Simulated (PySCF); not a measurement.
Q: Give a PBE0-D3(BJ)/def2-SVP geometry of `C=C1C[C@@H]1C`.

A: 
Z-matrix in Å and degrees, rows numbered from 1:
```
C 
C   1  1.3233
C   2  1.4642  1  148.52
C   2  1.4646  1  148.50  3  -176.98
C   4  1.5077  2  121.17  3  -109.34
H   1  1.0942  2  121.10  3   178.62
H   1  1.0942  2  121.33  3    -1.34
H   3  1.0957  2  118.97  4  -107.31
H   3  1.0965  2  118.24  4   106.64
H   4  1.0984  2  115.50  3   104.45
H   5  1.1016  4  111.30  2   154.95
H   5  1.1008  4  110.78  2    34.69
H   5  1.1012  4  111.11  2   -84.78
```

The 3-membered ring C2–C3–C4 has internal angles of 58.5° to 63.0°. The C–C distances run from 1.323 Å (C1=C2, drawn double) to 1.529 Å (C3–C4, drawn single), a spread of 0.206 Å.

Method: PBE0-D3(BJ)/def2-SVP geometry optimisation, gas phase (PySCF).

Point group: C1 (no symmetry element, even within 0.4 Å). Whether it is a minimum is left open (no frequencies).

The run took 24 s on one thread, Arm Neoverse V2 (aarch64), shared host with 96 logical CPUs at a one-minute load of 72, and the process peaked at 0.44 GiB of memory. That covers the optimisation of the geometry.
